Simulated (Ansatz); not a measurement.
Pressure series in MgO

Base system: MgO in the rock salt structure (space group Fm-3m, No. 225; a = 4.159 Å).

Cell and atoms are relaxed at each pressure.

All numbers come from plane-wave PAW DFT at the LDA level (Ansatz, a first-principles code, 420 eV), scalar-relativistic without spin-orbit coupling.

```tsv
pressure (GPa)	volume per atom (Å³/atom)
-2	9.100
-1	?
0	8.993
0.9	8.947
2.1	8.887
9	8.578
15	8.348
22.5	8.098
30	7.879
```

Problem. Fit the third-order Birch–Murnaghan form P(V) = (3B₀/2)[(V₀/V)^(7/3) − (V₀/V)^(5/3)]·[1 + (3/4)(B₀′ − 4)((V₀/V)^(2/3) − 1)] (squares taken in P) to the rows shown and predict the withheld row.

Solution. Least squares on the printed values gives V₀ = 8.993 Å³/atom, B₀ = 173 GPa, B₀′ = 4.1; this predicts 9.046 Å³/atom, and the run gives 9.046 Å³/atom, in agreement.

Measured bulk modulus of MgO: 169.8 GPa (static lattice; corrected from measurement; as listed in Daniel Mejia-Rodriguez, S. B. Trickey, Phys. Rev. B (2018)); the computed value is 2 % above it.

Load acts through the strain it causes; cell and atoms are relaxed under it. Whether these cells are dynamically stable was not tested. No other phases were tried under pressure.
